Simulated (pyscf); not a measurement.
Single points on ωB97X-D3(BJ)/def2-SVP structures (PySCF, gas phase).

Question: Estimate by transition-state theory the rate constant of H₃C–CH₂–ZnH (SMILES C[CH2][ZnH]) + NH₃ (SMILES N) → H₃C–CH₃ (SMILES CC) + H₂N–ZnH (SMILES [NH2][ZnH]) (singlet surface; C–Zn, H–N broken, C–H, N–Zn formed) at 1200 K, with ωB97M-D3(BJ)/def2-TZVP energies (ideal gas, 1 atm, RRHO with modes under 100 cm⁻¹ raised to 100, one conformer, R ln 2 for chiral ones without a mode under 150 cm⁻¹; no tunnelling).

Answer: The electronic barrier is 26.0 kcal/mol and the thermal terms add +36.0, so ΔG‡ = 62.0 kcal/mol. With k_BT/h = 2.50e+13 s⁻¹ and RT = 2.385 kcal/mol, and a volume of 1.64e-19 cm³ per molecule at 1 atm, k = 2.1e-17 cm³ molecule⁻¹ s⁻¹. Wigner's tunnelling factor for 1582i cm⁻¹ would be 1.15. A shift of 1 kcal/mol in the barrier changes k by a factor 1.5. On the reactant side the descent ends in an adduct with a N–Zn contact (not fully relaxed), 12.4 kcal/mol under the separated species and 37.4 kcal/mol under the saddle at ωB97X-D3(BJ)/def2-TZVP. What is counted as formed (N–Zn) is already present as a longer contact in the reactant adduct; forming that adduct is a step of its own. One saddle was located; it need not be the lowest between these sides. Elements up to Kr have no core potential and no relativistic terms here.
